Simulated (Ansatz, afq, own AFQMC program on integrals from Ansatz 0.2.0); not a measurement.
## AuSi⁺, triplet: AFQMC among the cluster methods

```xyz
2

Au    0.0000    0.0000    0.0000
Si    0.0000    0.0000    2.7430
```

Basis def2-TZVP with its core potentials. Only valence electrons are correlated. AFQMC by an in-house program on the Cholesky factors that Ansatz 0.2.0 writes for its CCSD(T) run. ph-AFQMC/CISD is guided by a CISD state made of CCSD amplitudes; releasing the constraint for a short imaginary time cuts its bias at the price of noise, slowly where states lie close. Free AFQMC starts from the CCSD state and is never constrained. Its projection time is finite, and what remains of the start isn't in its error. Error bars are statistical, one sigma. No spin–orbit coupling. The metal's outer-core s and p shells are frozen, which shifts wave-function levels against functionals.

Determinant: UHF, the one that the program's search chose, which needn't be the lowest solution. The geometry is a point of a scan.

No full CI on the walks' own integrals is used here; CCSDT(Q) serves as the reference and is uncertain by about the last step of the cluster series.

Cautions: no spin-orbit coupling; outer-core shells of the metal frozen; lower spins were not checked; higher spins were not checked.

```
T1 diagnostic                               : 0.0317
weight of the determinant in the CISD state : 0.850
⟨S²⟩ of the determinant                     : 2.046
size of the correlated space                : 14 electrons in 68 orbitals
```

Reference: CCSDT(Q), correlation energy -9.199 eV. The released energy is read at 1.80 1/Eh, later times being too noisy (meV from the phaseless value at times in 1/Eh: 12 ± 12 at 0.24, -8 ± 5 at 0.60, -13 ± 6 at 1.20, -7 ± 6 at 1.80, -11 ± 10 at 2.60).

| level | E − E(reference) (kJ/mol) | share of correlation (%) |
| --- | --- | --- |
| HF | 887.5 | 0.00 |
| MP2 | 42.2 | 95.25 |
| CCSD | 27.9 | 96.86 |
| CCSD(T) | 4.6 | 99.48 |
| CCSDT | 1.3 | 99.86 |
| ph-AFQMC/HF | 8.5 ± 3.1 | 99.04 |
| ph-AFQMC/CISD | 1.5 ± 0.4 | 99.83 |
| released AFQMC | 0.9 ± 0.6 | 99.90 |
| free AFQMC | 1.7 ± 0.7 | 99.81 |

Free projections are given only where their last times agree within the noise and don't stop above the reference; a slow remainder of the start can still hide under it. A walk keeps the symmetry of its determinant, which the program's search chose and which needn't be the lowest solution, so a lower state of the same spin and another symmetry isn't excluded. Released energies are given only where the last usable release times agree within the noise; a slower fall can still hide under it.
